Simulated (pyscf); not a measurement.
Structures and frequencies: ωB97X-D3(BJ)/def2-SVP in PySCF.

Task: Estimate the classical barrier height and the reaction energy of H₂B–Cl + hydrogen fluoride (HF) → F–BH–Cl + hydrogen (H₂) at PBE/def2-TZVP. The step runs on the singlet surface, breaks B–H, F–H and forms B–F, H–H; take the separated reactants as zero.

Result: ΔE‡ = 7.9 kcal/mol, ΔE = -32.5 kcal/mol. ωB97M-D3(BJ)/def2-TZVP gives 14.4 kcal/mol and -32.0 kcal/mol. Zero-point energy shifts the barrier by +1.1 kcal/mol. It is a four-centre exchange, with an imaginary mode of 1217i cm⁻¹. The same reactants have a lower exit, to H₂B–F + HCl (barrier +7.4 kcal/mol at ωB97M-D3(BJ)/def2-TZVP, against +14.4 kcal/mol here). This is the saddle that the search found; another between the same sides may lie lower.
